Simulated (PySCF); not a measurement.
Simulated C 1s region for hexane, `CCCCCC`, binding energy against the vacuum level.

Every computed line was given a Gaussian of 1.0 eV full width at half maximum and an area set by the number of equivalent atoms; the highest printed point is 100. Computed with delta-SCF UKS SCAN, pcX-2 on the ionised atom, pcseg-1 elsewhere, spin-free X2C in PySCF.

| binding energy (eV) | intensity |
| --- | --- |
| 288.8 | 0 |
| 288.9 | 0 |
| 289.0 | 1 |
| 289.1 | 1 |
| 289.2 | 2 |
| 289.3 | 5 |
| 289.4 | 8 |
| 289.5 | 13 |
| 289.6 | 20 |
| 289.7 | 29 |
| 289.8 | 41 |
| 289.9 | 55 |
| 290.0 | 68 |
| 290.1 | 82 |
| 290.2 | 92 |
| 290.3 | 99 |
| 290.4 | 100 |
| 290.5 | 96 |
| 290.6 | 88 |
| 290.7 | 76 |
| 290.8 | 62 |
| 290.9 | 48 |
| 291.0 | 35 |
| 291.1 | 25 |
| 291.2 | 16 |
| 291.3 | 10 |
| 291.4 | 6 |
| 291.5 | 3 |
| 291.6 | 2 |
| 291.7 | 1 |
| 291.8 | 0 |
| 291.9 | 0 |

Task: Count the maxima, the lines and the sites behind this envelope.

Result: The curve has 1 maximum (at 290.4 eV). Under it lie 3 lines from 3 inequivalent carbon sites. At this width some lines have no maximum of their own.

Task: Decompose the envelope and assign each component. Numbering: `[CH3:1][CH2:2][CH2:3][CH2:4][CH2:5][CH3:6]`.

Result: 
| position (eV) | relative area | line | atoms | environment |
| --- | --- | --- | --- | --- |
| 290.27 | 2 | C 1s | C3/C4 | chain CH2 carbon |
| 290.40 | 2 | C 1s | C2/C5 | chain CH2 carbon |
| 290.46 | 2 | C 1s | C1/C6 | methyl carbon |

The 3 C 1s values lie within 0.19 eV of each other; Gaussian lines of 0.5 eV full width would blend them into one maximum.

No satellites, vibrations or lifetime broadening are included. The first atom of each set that the bonding makes equivalent was ionised and stands for the set. One conformer (not necessarily the lowest) at the PBE0-D3(BJ)/def2-SVP geometry, without solvent, vibrations or thermal averaging.

The run took 33 s of wall time on one thread, Arm Neoverse V1, no GPU (shared host).

Conformer computed: `[CH3:1][CH2:2][CH2:3][CH2:4][CH2:5][CH3:6]`: C1–C2–C3–C4 180°, C2–C3–C4–C5 180°, C3–C4–C5–C6 180°.
